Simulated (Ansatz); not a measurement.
The first iterations of a band of CH5B (7 atoms, charge 0, multiplicity 1).

These are results of RKS r2SCAN-D4/def2-SVP (Ansatz 0.2.0), not measurements.

```yaml
movable_images: 5
climbing_image: yes
spring: 50.0 eV/Å²
optimiser: quadratic models (default)
start_path: through a guess of the saddle point
force_threshold: 0.05 eV/Å
iteration_limit: 60
end_points: relaxed
```

First end point:

```xyz
7
Properties=species:S:1:pos:R:3
B -0.246 -0.851 0.044
C 0.139 0.652 0.016
H 0.316 -1.623 0.788
H -1.062 -1.300 -0.730
H 0.569 1.051 0.946
H 0.970 0.667 -0.725
H -0.625 1.336 -0.384
```

Last end point:

```xyz
7
Properties=species:S:1:pos:R:3
B -0.247 -0.851 0.035
C 0.131 0.649 -0.090
H -0.928 -1.247 0.956
H 0.194 -1.670 -0.740
H 1.068 0.704 0.509
H 0.407 0.989 -1.099
H -0.564 1.358 0.383
```

| iteration | highest image above the first end (eV) | largest band force component (eV/Å) |
| --- | --- | --- |
| 1 | 0.961 | 9.655 |
| 2 | 0.243 | 4.420 |

Does the band converge within its limit, and where does its top end?

The run converged. It ended after 8 iterations with the highest image 0.010 eV above the first end. Beside the main top the profile has a ripple of under 15 meV (maxima at images 2, 5), which may be a very shallow well or noise. Another band between the same ends (5 images) ends at a top of the same energy, where a vibrational analysis finds 1 clearly imaginary mode.

The run took 38 s on 1 thread of AMD EPYC 9R14 (Zen 4), with other jobs on the host, peak memory 0.2 GiB.
